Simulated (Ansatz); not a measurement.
disilane anion (H₆Si₂), SMILES [SiH3][SiH3] (connectivity only; charge and spin as stated), charge -1, multiplicity 2.

Geometry: TPSSh-D3(BJ)/def2-SVPD. The multiplicity is an assumed one; other spin states were not compared.

Two levels are set side by side: PBE/def2-TZVPD (Ansatz, a quantum-chemistry and plane-wave program) and CAM-B3LYP/def2-TZVPD (Ansatz). Energy differences of separate SCF runs at the same geometry; the states with an electron removed or added have multiplicity 1. Differences are taken from unrounded values.

```csv
quantity,CAM-B3LYP,PBE,PBE minus CAM-B3LYP
vertical ionisation energy (eV),0.87,0.90,0.03
```
